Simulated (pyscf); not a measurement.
`[OH][Ge]([OH])([OH])[OH]` + `[FH]` → `[OH][Ge]([OH])([OH])[F]` + `[OH2]`, a four-centre exchange (singlet surface; Ge–O, F–H broken, F–Ge, H–O formed). Single points on ωB97X-D3(BJ)/def2-SVP structures (PySCF, gas phase). Energies in kcal/mol from the separated reactants.

Small-basis levels: PySCF, no dispersion term, spherical d functions. 

Question: In single points B3LYP/6-31G*+LANL2DZ puts the saddle at -5.0 kcal/mol and the reaction energy at -12.3 kcal/mol. Should these be trusted to within a few kcal/mol? Compare with ωB97M-D3(BJ)/def2-TZVP.

Answer: ωB97M-D3(BJ)/def2-TZVP gives ΔE‡ = 3.6 kcal/mol and ΔE = -6.2 kcal/mol. B3LYP/6-31G*+LANL2DZ lies 8.5 kcal/mol under it in the barrier and 6.2 kcal/mol under it in the reaction energy, so on this step it does not hold to within 3.0 kcal/mol. At B3LYP/6-31G*+LANL2DZ this geometry lies under one side, so its ΔE‡ may be no barrier of that level. ωB97M-D3(BJ)/def2-TZVP has limits of its own. On the reactant side the descent ends in a bound adduct, 9.7 kcal/mol under the separated species and 13.6 kcal/mol under the saddle at ωB97X-D3(BJ)/def2-TZVP. On the product side the descent ends in an adduct with a Ge–O contact (not fully relaxed), 8.3 kcal/mol under the separated species and 18.0 kcal/mol under the saddle at ωB97X-D3(BJ)/def2-TZVP. What is counted as broken (Ge–O) persists as a longer contact in the product adduct; parting that adduct is a step of its own. This is the saddle that the search found; another between the same sides may lie lower. In the def2 sets elements up to Kr have no core potential.
